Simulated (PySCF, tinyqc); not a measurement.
RHF in the sto-3g basis, for CH2, spin multiplicity 1, step by step. This run ends on a higher stationary point, not on the lowest solution. The lowest restricted solution is unstable here: a spin-polarised one lies 0.0205 hartree lower (PySCF). Computed by tinyqc, a small Python program that keeps every step (integrals from PySCF). Settings: charge = 0, multiplicity = 1, basis = sto-3g, energy threshold = 1e-10, iteration cap = 63, orthogonalisation = symmetric, start = core, DIIS depth = 4, damping = 0.2, method = RHF. Command: `OMP_NUM_THREADS=1 python tinyqc.py 21126 21127 out.jsonl` (the two numbers bound the seeds that draw the settings). One thread of a shared host (Intel(R) Xeon(R) Processor @ 2.60GHz), about 0.1 s of CPU time with the checks.

Geometry (angstrom):

| atom | x | y | z |
|---|---|---|---|
| C | 0.000000 | 0.000000 | 0.000000 |
| H | 0.000000 | 1.060000 | 0.797000 |
| H | 0.000000 | -1.073000 | 0.807000 |

Stop when the energy changes by less than 1e-10 hartree and every element of the error matrix X^T (F D S - S D F) X is below 3e-06.

Course of the cycle:

| iteration | E (hartree) | change | largest element of the error matrix |
|---|---|---|---|
| 1 | -36.66381768 | - | 4.73e-01 |
| 2 | -37.76854846 | -1.10e+00 | 1.73e-01 |
| 3 | -38.03885314 | -2.70e-01 | 6.20e-02 |
| 4 | -38.09749543 | -5.86e-02 | 1.45e-02 |
| 5 | -38.10969165 | -1.22e-02 | 3.30e-03 |
| 6 | -38.11216844 | -2.48e-03 | 7.23e-04 |
| 7 | -38.11266677 | -4.98e-04 | 1.41e-04 |
| 8 | -38.11276662 | -9.99e-05 | 3.22e-05 |
| 9 | -38.11278660 | -2.00e-05 | 8.41e-06 |
| 10 | -38.11279059 | -4.00e-06 | 1.69e-06 |
| 11 | -38.11279139 | -7.99e-07 | 3.42e-07 |
| 12 | -38.11279155 | -1.60e-07 | 6.79e-08 |
| 13 | -38.11279159 | -3.20e-08 | 1.35e-08 |
| 14 | -38.11279159 | -6.39e-09 | 2.69e-09 |
| 15 | -38.11279159 | -1.28e-09 | 5.33e-10 |
| 16 | -38.11279159 | -2.56e-10 | 1.07e-10 |
| 17 | -38.11279159 | -5.12e-11 | 2.13e-11 |

Can the last value be used, and what does the course show?

No, though the log alone does not show it. Converged in 17 iterations. But the solution lies 0.20817 hartree above the reference: it is another stationary point, not the lowest restricted one. Reruns (cap 100 unless said): DIIS 8: converged in 10 to a higher stationary point; damping 0.5: converged in 36 to a higher stationary point; level shift 0.5: converged in 26 to a higher stationary point; atomic densities as start, DIIS 8: converged in 8. PySCF RHF in the same basis = -38.32096569 hartree.
